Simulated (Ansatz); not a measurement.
Input file:

```yaml
crystal:
  periodic: [false, false, false]
  atoms:
    - {symbol: Si, position_ang: [0.000000, 0.000000, 0.000000]}
    - {symbol: H, position_ang: [0.000000, 0.000000, 1.645000]}
basis:
  gaussian: {orbitals: def2-TZVP}
total_charge: 1
magnetization: {spin_polarized: false, initial_magnetization: 4}
correlation: {method: ccsdt_q, electrons: outside_noble_gas}
```

```sh
$ ansatz run in.yaml --threads 1 --pin off --events-out ev --progress --plain --max-ram 2393MiB
```

Q: What does the program do with this input?

A: Converged. The settings were drawn as a stress test.
```
469 factors; integrals over basis functions are off by at most 2.5e-7 eV
mean field evaluation 1: about -7861.2181 eV, gradient 7.7e0 eV
mean field evaluation 2: about -7861.2511 eV, gradient 7.9e0 eV
mean field evaluation 4: about -7862.1156 eV, gradient 7.2e-1 eV
mean field evaluation 8: about -7862.1221 eV, gradient 4.9e-3 eV
mean field evaluation 16: about -7862.0434 eV, gradient 2.2e-1 eV
mean field -7862.12208863 eV, -288.9276576195 hartree, gradient 1.7e-6 eV, S^2 6.000000; 0 other end points of the search recorded, 0 dependent functions left out
5 core orbitals not correlated: weight in the atoms' cores, before any rotation towards them, 1.000 or more for the frozen orbitals, at most 0.000 for the correlated occupied ones
reference -7862.12208863 eV, -288.9276576195 hartree; 4, 0 occupied and 34, 38 virtual orbitals, 469 factors
second order -0.43155253 eV of doubles, -0.00000002 eV of singles
cycle   1  -0.56058783 eV  change   -1.3e-1 eV  update   3.4e-2
cycle   2  -0.64041682 eV  change   -8.0e-2 eV  update   1.5e-2
cycle   3  -0.64386333 eV  change   -3.4e-3 eV  update   2.9e-3
cycle   4  -0.64387052 eV  change   -7.2e-6 eV  update   5.2e-4
cycle   5  -0.64364202 eV  change    2.3e-4 eV  update   9.7e-5
cycle   6  -0.64370728 eV  change   -6.5e-5 eV  update   1.9e-5
cycle   7  -0.64370705 eV  change    2.3e-7 eV  update   4.8e-6
cycle   8  -0.64370392 eV  change    3.1e-6 eV  update   8.9e-7
cycle   9  -0.64370459 eV  change   -6.7e-7 eV  update   1.8e-7
cycle  10  -0.64370452 eV  change    7.2e-8 eV  update   4.2e-8
perturbative correction -0.00002288 eV, -0.0000008407 hartree
Total energy: -7862.76581603 eV, -288.9513141650 hartree
```
